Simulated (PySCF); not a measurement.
# What PySCF settings do for BCl

Base input, run as `OMP_NUM_THREADS=1 python input.py` with PySCF 2.14:

```python
from pyscf import gto, scf, cc

mol = gto.M(
    atom='B 0 0 0; Cl 0 0 1.527',
    basis='6-311g**',
    charge=0,
    spin=0,
    symmetry=True,
    verbose=4,
)
mf = scf.RHF(mol)
mf.kernel()
mycc = cc.CCSD(mf, frozen=6)
mycc.kernel()
mycc.ccsd_t()
mf.dip_moment()
print('orbital energies (hartree):', mf.mo_energy[..., max(0, mol.nelec[1]-3):mol.nelec[0]+3].round(4))
```

Base result: E(SCF) = -484.116801 Eh, 9 cycles, E(CCSD) − E(SCF) = -0.23126 Eh, (T) = -0.00777 Eh, μz(SCF) = 2.53 D. Stability towards an unrestricted solution was not tested. The bond length is a typed value, not an optimised one.

Run time: 0.99 s on 1 thread of Intel Xeon Platinum 8488C (shared host), peak memory 0.12 GiB.

Each row names what differs from the base; energies in brackets are changes from the base.

```tsv
change	result
basis set: 6-311g** → cc-pcvdz	E(SCF) = -484.111220 Eh (+0.1519 eV), 9 cycles, E(CCSD) − E(SCF) = -0.22664 Eh, (T) = -0.00683 Eh, μz(SCF) = 2.68 D
geometry: bond 1.527 → bond 0.5 [unsound on purpose]	not converged: SCF after 50 cycles
spin (2S): 0 → 2; SCF type: RHF → UHF	not converged: SCF after 50 cycles
damping: none → 0.2	E(SCF) = -484.116801 Eh (+0.0000 eV), 11 cycles, E(CCSD) − E(SCF) = -0.23126 Eh, (T) = -0.00777 Eh, μz(SCF) = 2.53 D
cycle limit: 50 → 3 [unsound on purpose]	not converged: SCF after 3 cycles
frozen orbitals: 6 → 11 [unsound on purpose]	stops with AssertionError after the SCF
geometry: bond 1.527 → bond 1.222	E(SCF) = -483.852194 Eh (+7.2003 eV), 9 cycles, E(CCSD) − E(SCF) = -0.23250 Eh, (T) = -0.00727 Eh, μz(SCF) = 4.23 D
basis set: 6-311g** → minao	E(SCF) = -483.984263 Eh (+3.6065 eV), 7 cycles, E(CCSD) − E(SCF) = -0.05064 Eh, (T) = -0.00209 Eh, μz(SCF) = 1.66 D
step after the SCF: ccsd(t) → tdhf; number of roots: default → 3	E(SCF) = -484.116801 Eh (+0.0000 eV), 9 cycles, μz(SCF) = 2.53 D, first singlet excitations without spin–orbit coupling 4.48, 4.48, 9.83 eV
functional: none (Hartree–Fock) → hse06; SCF type: RHF → RKS; step after the SCF: ccsd(t) → analyze	E(SCF) = -484.803213 Eh, 8 cycles, μz(SCF) = 2.65 D
charge: 0 → 2; SCF type: RHF → UHF [another spin of the ion may lie lower]	E(SCF) = -483.055326 Eh (+28.8842 eV), 13 cycles, E(CCSD) − E(SCF) = -0.20704 Eh, (T) = -0.01134 Eh
PCM solvent, dielectric constant: none → 4.71; step after the SCF: ccsd(t) → analyze	E(SCF) = -484.121173 Eh (-0.1190 eV), 9 cycles, μz(SCF) = 3.00 D
Cartesian functions: off → on	E(SCF) = -484.117269 Eh (-0.0127 eV), 9 cycles, E(CCSD) − E(SCF) = -0.23319 Eh, (T) = -0.00795 Eh, μz(SCF) = 2.53 D
geometry: bond 1.527 → bond 1.573	E(SCF) = -484.127654 Eh (-0.2953 eV), 9 cycles, E(CCSD) − E(SCF) = -0.23112 Eh, (T) = -0.00785 Eh, μz(SCF) = 2.21 D
basis set: 6-311g** → 6-31+g*	E(SCF) = -484.086985 Eh (+0.8113 eV), 9 cycles, E(CCSD) − E(SCF) = -0.21919 Eh, (T) = -0.00729 Eh, μz(SCF) = 2.53 D
PCM solvent, dielectric constant: none → 78.36; step after the SCF: ccsd(t) → analyze	E(SCF) = -484.122496 Eh (-0.1550 eV), 9 cycles, μz(SCF) = 3.14 D
basis set: 6-311g** → lanl2dz; core potential: off → on; frozen orbitals: 6 → 1	E(SCF) = -39.272191 Eh, 8 cycles, E(CCSD) − E(SCF) = -0.09362 Eh, (T) = -0.00292 Eh, μz(SCF) = 2.01 D
step after the SCF: ccsd(t) → mp2	E(SCF) = -484.116801 Eh (+0.0000 eV), 9 cycles, E(MP2) − E(SCF) = -0.20535 Eh, μz(SCF) = 2.53 D
basis set: 6-311g** → jorge-dzp	E(SCF) = -484.113508 Eh (+0.0896 eV), 9 cycles, E(CCSD) − E(SCF) = -0.23022 Eh, (T) = -0.00704 Eh, μz(SCF) = 2.70 D
basis set: 6-311g** → def2-svpd	E(SCF) = -483.943156 Eh (+4.7251 eV), 9 cycles, E(CCSD) − E(SCF) = -0.23425 Eh, (T) = -0.00812 Eh, μz(SCF) = 2.81 D
length unit: angstrom → bohr [unsound on purpose]	E(SCF) = -481.534820 Eh (+70.2593 eV), 9 cycles, E(CCSD) − E(SCF) = -0.23537 Eh, (T) = -0.00670 Eh, μz(SCF) = 4.93 D
```

Q: Order these changes by how far they move the SCF energy from the base, largest first: (1) PCM solvent, dielectric constant: none → 4.71; step after the SCF: ccsd(t) → analyze; (2) PCM solvent, dielectric constant: none → 78.36; step after the SCF: ccsd(t) → analyze; (3) geometry: bond 1.527 → bond 1.222; (4) geometry: bond 1.527 → bond 1.573.

A: (3) +7.2003 eV, (4) -0.2953 eV, (2) -0.1550 eV, (1) -0.1190 eV.
